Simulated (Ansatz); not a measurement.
**PF₂ (quartet): wave-function methods side by side, cc-pVDZ**

The task here is to estimate one member of a computed series from the others.

Method: cc-pVDZ, core rule «outside noble gas», up to 7 orbitals frozen; program: Ansatz 0.2.0, Gaussian basis.

To be run: UHF; CCSD(T) on ROHF; CCSD(T) on UHF; BCCD(T) on ROHF; CCSDT(Q) on ROHF; CCSDT(Q) on UHF; CASSCF and MRCISD+Q, 15 electrons in 10 orbitals; CASSCF and NEVPT2, 15 electrons in 10 orbitals.

20 further runs of the same task are left out: 11 that didn't finish, 9 set aside as unsound or not needed.

## What is computed

The geometry is a PBE0/def2-TZVP stationary point (not a proven minimum) of the parent state, kept for this charge and spin.

3 atoms, charge 0, spin multiplicity 4.

Atoms are counted from 1 here; the program's logs count them from 0.

Bond lengths: F1–P2 1.584 Å, P2–F3 1.584 Å. Angles: F1–P2–F3 98.7°.

The first run:

The input, in.yaml:

```yaml
crystal:
  periodic: [false, false, false]
  atoms:
    - {symbol: F, position_ang: [0.000000, -0.463276, 1.202212]}
    - {symbol: P, position_ang: [0.000000, 0.568321, 0.000000]}
    - {symbol: F, position_ang: [0.000000, -0.463276, -1.202212]}
basis:
  gaussian: {orbitals: cc-pVDZ}
magnetization: {spin_polarized: true, initial_magnetization: 3}
hamiltonian: {xc: hf}
output: {orbitals: {seedname: orbitals}}
```

Run with:

```sh
$ ansatz run in.yaml --threads 1 --pin off --events-out ev --progress --plain --max-ram 2393MiB
```

Among the steps run: UHF; CCSD(T) on ROHF; CCSD(T) on UHF; BCCD(T) on ROHF; CCSDT(Q) on ROHF; CCSDT(Q) on UHF; CASSCF and MRCISD+Q, 15 electrons in 10 orbitals; CASSCF and NEVPT2, 15 electrons in 10 orbitals.

One of the session's tables, all rows but one given; the rest of the session is left out.

| method | from UCCSDT(Q) (kcal/mol) |
| --- | --- |
| ROHF | +296.74 |
| UHF | +293.85 |
| RMP2 | ? |
| UMP2 | +13.64 |
| RCCSD | +7.07 |
| UCCSD | +6.97 |
| RCCSD(T) | +1.26 |
| UCCSD(T) | +1.26 |
| BCCD(T) | +1.14 |
| RCCSDT | +0.75 |
| UCCSDT | +0.73 |
| RCCSDT(Q) | +0.13 |
| UCCSDT(Q) | 0 |
| CASSCF valence | +277.20 |
| NEVPT2 valence | +28.12 |
| MRCISD valence | +26.27 |
| MRCISD+Q valence | +5.05 |

**Question.** Estimate the row for RMP2.

The run gave: from UCCSDT(Q) (kcal/mol): +13.44. In the column «from UCCSDT(Q) (kcal/mol)» it lies between RCCSD (+7.07) and UMP2 (+13.64).

Caveats from the session: Restricted and unrestricted rows rest on different reference determinants; where their highest levels disagree by more than a few hundredths of an eV, they describe different states and don't form one ladder.
